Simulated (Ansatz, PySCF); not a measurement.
Dissociation curve of SMILES CCl. The C1–H5 bond (C1 also carries Cl, H, H; H5 carries nothing else) is varied alone, starting from the PBE0/def2-TZVP optimised geometry.

Levels: UHF/cc-pVDZ (PySCF); RHF/cc-pVDZ (PySCF); UKS-TPSSh = unrestricted TPSSh/cc-pVDZ (PySCF); RKS-TPSSh = restricted TPSSh/cc-pVDZ in PySCF; UKS-wB97X-V = unrestricted wB97X-V/cc-pVDZ in PySCF 2.14.0; RKS-wB97X-V = restricted wB97X-V/cc-pVDZ (PySCF); UKS-BHandHLYP = unrestricted BHandHLYP/cc-pVDZ run with PySCF 2.14.0; RKS-BHandHLYP = PySCF with restricted BHandHLYP/cc-pVDZ; UKS-PBE = Ansatz (a first-principles code) with unrestricted PBE/cc-pVDZ; RKS-PBE = restricted PBE/cc-pVDZ in Ansatz; UKS-B3LYP/6-31G* = unrestricted B3LYP/6-31G*, spherical d (PySCF); RKS-B3LYP/6-31G* = restricted B3LYP/6-31G*, spherical d (PySCF).

Scanned distances (Å): 0.88, 0.92, 0.99, 1.01, 1.06, 1.09, 1.12, 1.16, 1.20, 1.25, 1.36, 1.48, 1.61, 1.79, 1.97, 2.19, 2.39, 2.66, 2.95, 3.26, 3.85.

Where does the unrestricted solution first break spin symmetry (<S²> of 0.01 or more)?

UHF: between 1.61 and 1.79 Å; UKS-TPSSh: between 1.79 and 1.97 Å; UKS-wB97X-V: between 1.79 and 1.97 Å; UKS-BHandHLYP: between 1.79 and 1.97 Å; UKS-PBE: between 1.97 and 2.19 Å; UKS-B3LYP/6-31G*: between 1.97 and 2.19 Å.

```tsv
R / Å	<S²> UHF	E(RHF) − E(UHF) / kJ/mol	<S²> UKS-TPSSh	E(RKS-TPSSh) − E(UKS-TPSSh) / kJ/mol	<S²> UKS-wB97X-V	E(RKS-wB97X-V) − E(UKS-wB97X-V) / kJ/mol	<S²> UKS-BHandHLYP	E(RKS-BHandHLYP) − E(UKS-BHandHLYP) / kJ/mol	<S²> UKS-PBE	E(RKS-PBE) − E(UKS-PBE) / kJ/mol	<S²> UKS-B3LYP/6-31G*	E(RKS-B3LYP/6-31G*) − E(UKS-B3LYP/6-31G*) / kJ/mol
0.88	0.00	0.0	0.00	0.0	0.00	0.0	0.00	0.0	0.00	0.0	0.00	0.0
0.92	0.00	0.0	0.00	0.0	0.00	0.0	0.00	0.0	0.00	0.0	0.00	0.0
0.99	0.00	0.0	0.00	0.0	0.00	0.0	0.00	0.0	0.00	0.0	0.00	0.0
1.01	0.00	0.0	0.00	0.0	0.00	0.0	0.00	0.0	0.00	0.0	0.00	0.0
1.06	0.00	0.0	0.00	0.0	0.00	0.0	0.00	0.0	0.00	0.0	0.00	0.0
1.09	0.00	0.0	0.00	0.0	0.00	0.0	0.00	0.0	0.00	0.0	0.00	0.0
1.12	0.00	0.0	0.00	0.0	0.00	0.0	0.00	0.0	0.00	0.0	0.00	0.0
1.16	0.00	0.0	0.00	0.0	0.00	0.0	0.00	0.0	0.00	0.0	0.00	0.0
1.20	0.00	0.0	0.00	0.0	0.00	0.0	0.00	0.0	0.00	0.0	0.00	0.0
1.25	0.00	0.0	0.00	0.0	0.00	0.0	0.00	0.0	0.00	0.0	0.00	0.0
1.36	0.00	0.0	0.00	0.0	0.00	0.0	0.00	0.0	0.00	0.0	0.00	0.0
1.48	0.00	0.0	0.00	0.0	0.00	0.0	0.00	0.0	0.00	0.0	0.00	0.0
1.61	0.00	0.0	0.00	0.0	0.00	0.0	0.00	0.0	0.00	0.0	0.00	0.0
1.79	0.39	17.5	0.00	0.0	0.00	0.0	0.00	0.0	0.00	0.0	0.00	0.0
1.97	0.65	63.1	0.08	0.3	0.05	0.2	0.29	7.5	0.00	0.0	0.00	0.0
2.19	0.83	130.8	0.48	17.0	0.53	21.9	0.61	38.8	0.11	0.4	0.40	11.3
2.39	0.91	192.2	0.65	40.8	0.75	57.9	0.78	76.0	0.53	12.0	0.65	34.4
2.66	0.96	267.3	0.79	74.1	0.90	111.7	0.90	126.7	0.81	38.7	0.84	71.0
2.95	0.99	335.7	0.88	106.0	0.96	165.7	0.96	174.7	0.93	67.9	0.94	107.8
3.26	1.00	395.6	0.93	133.5	0.99	215.2	0.99	216.6	0.97	93.4	0.98	140.3
3.85	1.01	478.7	1.00	168.1	1.00	285.6	1.00	272.4	1.00	125.1	1.00	182.4
```
